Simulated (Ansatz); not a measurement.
# FH5OSi: the cost of one run

All numbers below are computed with Ansatz 0.2.0 (RKS PBE0-D4/cc-pVDZ).

**1. The system as given**

Bond lengths: Si1–F2 1.940 Å, Si1–H3 1.460 Å, Si1–H4 1.459 Å, Si1–H5 1.459 Å, Si1–O6 1.980 Å, O6–H7 1.010 Å. Angles: F2–Si1–H3 109.5°, F2–Si1–H4 109.5°, F2–Si1–H5 109.5°, F2–Si1–O6 71.6°, H3–Si1–H4 109.5°, H3–Si1–H5 109.5°, H3–Si1–O6 178.9°, H4–Si1–H5 109.5°, H4–Si1–O6 70.0°, H5–Si1–O6 70.0°, Si1–O6–H7 109.5°.

Structure file:

```xyz
8

Si    0.0000    0.0000    0.0000
F     0.0000    0.0000    1.9400
H     1.3768    0.0000   -0.4862
H    -0.6877    1.1914   -0.4862
H    -0.6877   -1.1914   -0.4862
O    -1.8790    0.0000    0.6243
H    -2.4241   -0.6297    0.0530
H    -1.1493    0.0000    1.6846
```

**2. Pulling towards end A**

Springs on the bonds that form and break draw the guess towards this end; the thresholds are loose.

input.yaml reads:

```yaml
crystal:
  periodic: [false, false, false]
  atoms:
    - { symbol: Si, position_ang: [0.0, 0.0, 0.0] }
    - { symbol: F, position_ang: [0.0, 0.0, 1.94] }
    - { symbol: H, position_ang: [1.3768, 0.0, -0.4862] }
    - { symbol: H, position_ang: [-0.6877, 1.1914, -0.4862] }
    - { symbol: H, position_ang: [-0.6877, -1.1914, -0.4862] }
    - { symbol: O, position_ang: [-1.879, 0.0, 0.6243] }
    - { symbol: H, position_ang: [-2.4241, -0.6297, 0.053] }
    - { symbol: H, position_ang: [-1.1493, 0.0, 1.6846] }
basis:
  gaussian: { orbitals: cc-pVDZ }
hamiltonian:
  xc: pbe0
  dispersion: d4
relax:
  f_tol: 0.15
  max_steps: 25
  restrain:
    - { distance: [0, 5], at: 2.88, k: 30.0 }
    - { distance: [7, 1], at: 2.12, k: 30.0 }
    - { distance: [0, 1], at: 1.59, k: 30.0 }
    - { distance: [7, 5], at: 1.01, k: 30.0 }
output:
  orbitals: {}
```

Command:

```
> ansatz run input.yaml --threads 1 --pin off --max-ram 2048MiB --backend cpu --events-out ev --progress --plain --runs-dir out
```

**Question.** How long does this run take on 1 thread of Arm Neoverse V2, shared host, and how much memory does it need?

About 20 s, with a peak of 0.14 GiB.
